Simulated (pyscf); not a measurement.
PySCF, gas phase, ωB97X-D3(BJ)/def2-SVP geometries.

Question: Estimate by transition-state theory the rate constant of methane (CH₄) + H₃C–BH–CH₃ → H₃C–B(CH₃)–CH₃ + hydrogen (H₂) (singlet surface; C–H, B–H broken, B–C, H–H formed) at 600 K, with ωB97M-D3(BJ)/def2-TZVP energies (ideal gas, 1 atm, RRHO with modes under 100 cm⁻¹ raised to 100, one conformer, R ln 2 for chiral ones without a mode under 150 cm⁻¹; no tunnelling).

Answer: The electronic barrier is 29.4 kcal/mol and the thermal terms add +22.5, so ΔG‡ = 51.8 kcal/mol. With k_BT/h = 1.25e+13 s⁻¹ and RT = 1.192 kcal/mol, and a volume of 8.18e-20 cm³ per molecule at 1 atm, k = 1.4e-25 cm³ molecule⁻¹ s⁻¹. Wigner's tunnelling factor for 1121i cm⁻¹ would be 1.30. A shift of 1 kcal/mol in the barrier changes k by a factor 2.3. At the saddle there is also a short B–H contact that neither side keeps. One saddle was located; it need not be the lowest between these sides.
